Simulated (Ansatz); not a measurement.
**CH₂OS₂: how energies converge with the basis set**

One table from this session's results is given with a row withheld; the runs are named, their logs left out.

Program: Ansatz 0.2.0, Gaussian basis. Level of theory: one geometry, several basis sets. These are calculated values, not measurements.

Levels to be run: PBE0-D4/def2-SVP; ωB97M-V/def2-SVP; PBE0-D4/def2-QZVPP; ωB97M-V/def2-QZVPP; the functionals' def2-TZVPP values are taken from earlier runs.

### The geometry

The geometry comes from an earlier relaxation with PBE0-D4 in a triple-zeta def2 set; it is a stationary point.

6 atoms, charge 0, spin multiplicity 1.

Atoms are counted from 1 here; the program's logs count them from 0.

Bond lengths: O1–C2 1.190 Å, C2–S3 1.780 Å, C2–H5 1.108 Å, S3–S4 2.035 Å, S4–H6 1.346 Å. Angles: O1–C2–S3 127.1°, O1–C2–H5 124.1°, S3–C2–H5 108.8°, C2–S3–S4 103.4°, S3–S4–H6 97.6°.

Coordinates:

```mol
CH2OS2
  3D, bonds by distance, orders not assigned

  6  5  0  0  0  0  0  0  0  0999 V2000
    0.7344   -0.6872    1.2524 O   0  0
    0.9628   -0.5750    0.0899 C   0  0
    0.0762    0.4246   -1.0867 S   0  0
   -1.2794    1.4154    0.0626 S   0  0
    1.7805   -1.1066   -0.4362 H   0  0
   -2.2324    0.4648    0.0717 H   0  0
  1  2  8  0
  2  3  8  0
  3  4  8  0
  2  5  8  0
  4  6  8  0
M  END
```

Set-up of the first run:

The input, in.yaml:

```yaml
crystal:
  periodic: [false, false, false]
  atoms:
    - {symbol: O, position_ang: [0.734368, -0.687219, 1.252423]}
    - {symbol: C, position_ang: [0.962796, -0.575008, 0.089934]}
    - {symbol: S, position_ang: [0.076182, 0.424625, -1.086675]}
    - {symbol: S, position_ang: [-1.279436, 1.415385, 0.062551]}
    - {symbol: H, position_ang: [1.780546, -1.106620, -0.436225]}
    - {symbol: H, position_ang: [-2.232356, 0.464837, 0.071692]}
basis:
  gaussian: {orbitals: def2-SVP}
hamiltonian: {xc: pbe0, dispersion: d4}
output: {orbitals: {seedname: orbitals}}
```

On the command line:

```console
ansatz run in.yaml --threads 2 --pin off --events-out ev --progress --plain --max-ram 4352MiB
```

Among the steps run: PBE0-D4 in def2-SVP; ωB97M-V in def2-SVP; PBE0-D4 in def2-QZVPP; ωB97M-V in def2-QZVPP.

One table of the session follows, with a row left open; its other results are not shown here.

It belongs to the step «Density functionals: the series». 

| functional | basis | HOMO (eV) |
| --- | --- | --- |
| PBE0-D4 | def2-SVP | -7.49 |
| PBE0-D4 | def2-TZVPP | -7.59 |
| PBE0-D4 | def2-QZVPP | -7.62 |
| ωB97M-V | def2-SVP | ? |
| ωB97M-V | def2-TZVPP | -9.77 |
| ωB97M-V | def2-QZVPP | -9.82 |

**Question.** Estimate the row for ωB97M-V, def2-SVP.

As computed: HOMO (eV): -9.63. In the column «HOMO (eV)» it lies between ωB97M-V, def2-TZVPP (-9.77) and PBE0-D4, def2-QZVPP (-7.62).
